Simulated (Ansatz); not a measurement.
# SiHS+ (quintet): wave-function methods side by side, cc-pVTZ

The task here is to estimate one member of a computed series from the others.

Method: cc-pVTZ, core rule «outside noble gas», up to 10 orbitals frozen; program: Ansatz 0.2.0, Gaussian basis.

Plan: UHF; CCSD(T) on ROHF; CCSD(T) on UHF; BCCD(T) on ROHF; CCSDT(Q) on ROHF; CCSDT(Q) on UHF.

7 further runs of the same task are left out: 4 for a known fault of the program, 3 set aside as unsound or not needed.

### What is computed

The geometry is a PBE0/def2-TZVP stationary point (not a proven minimum) of the parent state, kept for this charge and spin.

3 atoms, charge 1, spin multiplicity 5.

Atoms are counted from 1 here; the program's logs count them from 0.

Bond lengths: Si1–S2 2.172 Å, Si1–H3 1.496 Å. Angles: S2–Si1–H3 117.1°.

Geometry (Å):

```xyz
3
HSSi
Si    0.0000   -0.0941    1.1240
S     0.0000    0.0450   -1.0439
H     0.0000    1.1917    1.8885
```

The first run:

The input, in.yaml:

```yaml
crystal:
  periodic: [false, false, false]
  atoms:
    - {symbol: Si, position_ang: [0.000000, -0.094141, 1.124038]}
    - {symbol: S, position_ang: [0.000000, 0.044996, -1.043902]}
    - {symbol: H, position_ang: [0.000000, 1.191747, 1.888549]}
basis:
  gaussian: {orbitals: cc-pVTZ}
total_charge: 1
magnetization: {spin_polarized: true, initial_magnetization: 4}
hamiltonian: {xc: hf}
output: {orbitals: {seedname: orbitals}}
```

On the command line:

```bash
$ ansatz run in.yaml --threads 1 --pin off --events-out ev --progress --plain --max-ram 4096MiB --backend cpu
```

Steps of the session up to this table: UHF; CCSD(T) on ROHF; CCSD(T) on UHF; BCCD(T) on ROHF; CCSDT(Q) on ROHF; CCSDT(Q) on UHF.

One of the session's tables, all rows but one given; the rest of the session is left out.

It belongs to the step «Misses and costs». 

| method | from UCCSDT(Q) (meV) |
| --- | --- |
| ROHF | ? |
| UHF | +6116.7 |
| RMP2 | +1249.1 |
| UMP2 | +1292.9 |
| RCCSD | +283.1 |
| UCCSD | +274.0 |
| RCCSD(T) | +54.7 |
| UCCSD(T) | +52.2 |
| BCCD(T) | +54.3 |
| RCCSDT | +12.8 |
| UCCSDT | +9.1 |
| RCCSDT(Q) | +3.6 |
| UCCSDT(Q) | 0 |

Q: Estimate the row for ROHF from the others.

The run gave: from UCCSDT(Q) (meV): +6333.3. In the column «from UCCSDT(Q) (meV)» it is the highest.

Limits of these values: Restricted and unrestricted rows rest on different reference determinants; where their highest levels disagree by more than a few hundredths of an eV, they describe different states and don't form one ladder.
